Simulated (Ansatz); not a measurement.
**Ansatz input wanted**

The species is OH (2 atoms), meant as a doublet with charge 0. The shape was relaxed beforehand at B3LYP/def2-SVP.

```xyz
2

O     0.6493   -1.2759    1.5014
H     1.5415   -1.0915    1.8650
```

Settings wanted:

* basis set: def2-SVP
* core potential: none
* task: energy
* method: MP2
* reference: UHF
* relativity: none
* accuracy: medium
* frozen core orbitals: 1
* broken bond: (3, 2)

Problem. Give an Ansatz 0.2.0 job that does this.

Solution. One that was run (others would do as well):

input.yaml:
```yaml
basis:
  gaussian:
    orbitals: def2-SVP
crystal:
  periodic: [false, false, false]
  atoms:
    - symbol: O
      position_ang: [0.649267, -1.275942, 1.501410]
    - symbol: H
      position_ang: [1.541463, -1.091508, 1.864970]
correlation:
  method: mp2
  frozen_orbitals: {H: 0, O: 1}
magnetization:
  spin_polarized: true
  initial_magnetization: 1
```

```bash
$ ansatz run input.yaml --threads 1 --pin off --max-ram 3480MiB --events-out events.jsonl --progress --plain --runs-dir runs
```

Calculated total energy: -75.47355 Eh.
